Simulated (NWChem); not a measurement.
System: CH5N anion, doublet; SMILES of the neutral closed-shell parent CN

```xyz
7

C      0.0000     0.6932    -0.0231
N      0.0003    -0.7718    -0.1219
H     -0.8886     1.1038    -0.5327
H      0.8907     1.1038    -0.5288
H     -0.0023     1.0761     1.0212
H     -0.8187    -1.1199     0.3950
H      0.8178    -1.1196     0.3974
```
Atoms are numbered in this order, from 1.

Level: B3LYP/def2-SVPD, spin-unrestricted (NWChem), optimised geometry, unscaled harmonic frequencies. The spin multiplicity was typed, not searched, and may not be the lowest. The highest occupied level is positive, so the extra electron may be held by the finite basis.

```tsv
frequency (cm⁻¹)	IR intensity (km/mol)
290	12.9
865	30.3
922	10.0
1052	28.1
1168	63.6
1326	13.5
1371	24.4
1416	14.6
1426	7.7
1557	65.0
2856	22.3
2976	57.1
3002	13.1
3260	2069.7
3329	866.1
```

```json
{
 "zero_point_energy": "38.3 kcal/mol",
 "thermal correction to the enthalpy at 298.15 K (with zero-point energy)": "41.1 kcal/mol",
 "heat capacity Cv": "9.7 cal/(mol K)",
 "entropy at 298.15 K and 1 atm (symmetry number 1, electronic part: spin degeneracy alone)": "59.0 cal/(mol K)"
}
```

Rigid rotor and harmonic oscillator.
